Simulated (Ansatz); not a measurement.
# Relative stability

Two isomers of CH2NS, doublet, relaxed at PBE0-D4/def2-TZVP (vibrations not checked).

A:

N1  (-0.574, -0.586, -0.599)
C2  (0.193, 0.054, 0.173)
S3  (1.474, -0.650, 1.101)
H4  (-1.247, 0.042, -1.034)
H5  (0.153, 1.139, 0.359)
(Å)

B:

N1  (-0.589, -1.142, 0.349)
C2  (-0.058, -0.026, -0.083)
S3  (1.008, 1.034, 0.425)
H4  (-1.274, -1.630, -0.203)
H5  (-0.335, -1.552, 1.241)
(Å)

Computed with Ansatz 0.2.0 (basis: def2-TZVPP); correlated methods freeze the cores; orbitals are unrestricted. B3LYP uses VWN-RPA correlation.

Which structure is lower at CCSD(T), and by how much? (Judge from chemistry; the value comes from the calculation.)

Computed: B, by 36.5 kJ/mol (electronic energy, against the other). By their contacts, A is CH₂NS ([NH][CH][S]) and B is CH₂NS ([NH2][C][S]).

All methods give the same order:

```csv
method,E(B) − E(A) (kJ/mol)
PBE-D4,-43.0
r2SCAN-D4,-42.3
PBE0-D4,-38.8
B3LYP-D4,-35.7
wB97M-V,-33.0
HF,-3.0
MP2,-77.1
CCSD,-29.3
CCSD(T),-36.5
```

The T1 diagnostic stays at or below 0.035. ⟨S²⟩ of the unrestricted Hartree–Fock references: 0.78 to 0.95 (a pure state has 0.75). The unrestricted reference is spin-contaminated, which hurts MP2 most.

Labels in which every atom is bracketed show which atoms are joined, not bond orders.
